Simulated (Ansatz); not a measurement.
# N2HO+ (triplet): wave-function methods side by side, def2-TZVPP

An exercise on one series of results from a longer session: the logs are not shown, and one member is left open.

Method: def2-TZVPP, core rule «outside noble gas», up to 3 orbitals frozen; program: Ansatz 0.2.0, Gaussian basis.

The runs, in order: UHF; ROHF; CCSD(T) on UHF.

2 further runs of the same task are left out: 2 set aside as unsound or not needed.

### What is computed

The geometry is a PBE0/def2-TZVP stationary point (not a proven minimum) of the parent state, kept for this charge and spin.

4 atoms, charge 1, spin multiplicity 3.

Atoms are counted from 1 here; the program's logs count them from 0.

Bond lengths: N1–N2 1.239 Å, N2–O3 1.232 Å, N2–H4 1.043 Å. Angles: N1–N2–O3 129.8°, N1–N2–H4 112.7°, O3–N2–H4 117.4°.

As a file:

```
atom   x (Å)    y (Å)    z (Å)
  N1  0.0000  -0.2203   1.1648
  N2  0.0000   0.3249   0.0523
  O3  0.0000  -0.1776  -1.0727
  H4  0.0000   1.3658   0.1136
```

Set-up of the first run:

File in.yaml:

```yaml
crystal:
  periodic: [false, false, false]
  atoms:
    - {symbol: N, position_ang: [0.000000, -0.220312, 1.164837]}
    - {symbol: N, position_ang: [0.000000, 0.324850, 0.052333]}
    - {symbol: O, position_ang: [0.000000, -0.177561, -1.072728]}
    - {symbol: H, position_ang: [0.000000, 1.365798, 0.113576]}
basis:
  gaussian: {orbitals: def2-TZVPP}
total_charge: 1
magnetization: {spin_polarized: true, initial_magnetization: 2}
hamiltonian: {xc: hf}
output: {orbitals: {seedname: orbitals}}
```

Run with:

```bash
ansatz run in.yaml --threads 1 --pin off --events-out ev --progress --plain --max-ram 2816MiB --backend cpu
```

Steps of the session up to this table: UHF; ROHF; CCSD(T) on UHF.

One table of the session follows, with a row left open; its other results are not shown here.

It belongs to the step «Misses and costs». 

```
  method  from UCCSD(T) (kJ/mol)
    ROHF                 +1581.2
     UHF                 +1475.2
    UMP2                       ?
   UCCSD                   +59.7
UCCSD(T)                       0
```

Q: Estimate the row for UMP2 from the others.

As computed: from UCCSD(T) (kJ/mol): +175.6. In the column «from UCCSD(T) (kJ/mol)» it lies between UCCSD (+59.7) and UHF (+1475.2).
